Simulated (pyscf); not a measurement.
Single points on ωB97X-D3(BJ)/def2-SVP structures (PySCF, gas phase).

Problem. For the elementary gas-phase step H₂P–PH₂ + H₂O → HO–PH–PH₂ + H₂ (singlet surface; H–P, H–O broken, O–P, H–H formed), what barrier and reaction energy does ωB97X-D3(BJ)/def2-TZVP give, measured from the separated reactants?

Solution. ΔE‡ = 65.0 kcal/mol, ΔE = +4.4 kcal/mol. ωB97M-D3(BJ)/def2-TZVP gives 63.5 kcal/mol and +5.1 kcal/mol. Zero-point energy shifts the barrier by -0.9 kcal/mol. It is a four-centre exchange, with an imaginary mode of 1246i cm⁻¹. The same reactants have a lower exit, to HO–PH₂ + PH₃ (barrier +56.1 kcal/mol at ωB97M-D3(BJ)/def2-TZVP, against +63.5 kcal/mol here). One saddle was located; it need not be the lowest between these sides.
